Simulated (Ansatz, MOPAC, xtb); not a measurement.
Barrier height from H + F2 to the transition structure F2H, without zero-point energy, on the benchmark's geometries as Psi4's copy of the set gives them.
Transition structure (charge 0, multiplicity 2):
```xyz
3

H      0.00000     0.00000    -2.23127
F      0.00000     0.00000    -0.61622
F      0.00000     0.00000     0.86414
```

Open shells are unrestricted; no spin–orbit coupling.

The state that PM3 reach isn't checked.

The values were computed with Ansatz (Gaussian basis) for Hartree–Fock, density functionals and correlated methods; MOPAC for PM3 (differences of heats of formation); xtb for the GFN methods. Values without a source in brackets are computed. The GFN methods have no spin term and hold the electronic entropy of 300 K.

**Question.** One of these levels gives -62.7 kJ/mol for the barrier height. Name it.
(A) PM3
(B) HF/aug-cc-pVTZ
(C) BHLYP/def2-TZVPPD
(D) GFN1-xTB

**Answer.** D, GFN1-xTB. The others give -6.8 (PM3), -39.7 (HF/aug-cc-pVTZ), -16.6 (BHLYP/def2-TZVPPD)

Doubts at one or more of the structures used: a spin-contaminated determinant (HF/aug-cc-pVTZ).

Ansatz is an electronic-structure program.
